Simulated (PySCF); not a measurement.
# Neon: a sound run and one with changed settings

Sound run: Ne [Ne], Ne⁺ [He] 2s2 2p5. All numbers are calculated (PySCF 2.14, the non-relativistic Hamiltonian (point nucleus), in def2-TZVP (5s3p2d1f, 31 functions)). In the sound run the correlated levels freeze 1s2. The sound run starts from symmetry-adapted Hartree-Fock orbitals and uses a fine grid where one is needed.

Changed run: initial guess sap, at most 50 SCF cycles.

```csv
species,method,sound run (hartree),changed run (hartree),converged
Ne,UHF,-128.54149,-128.54149,yes
Ne,M06-2X,-128.93201,-128.93201,yes
Ne,CCSD(T),-128.80984,-128.80984,yes
Ne⁺,TPSS,-128.18430,-128.18430,yes
Ne⁺,MP2,-128.01175,-128.01175,yes
```

Here the plain start reaches the same solutions.
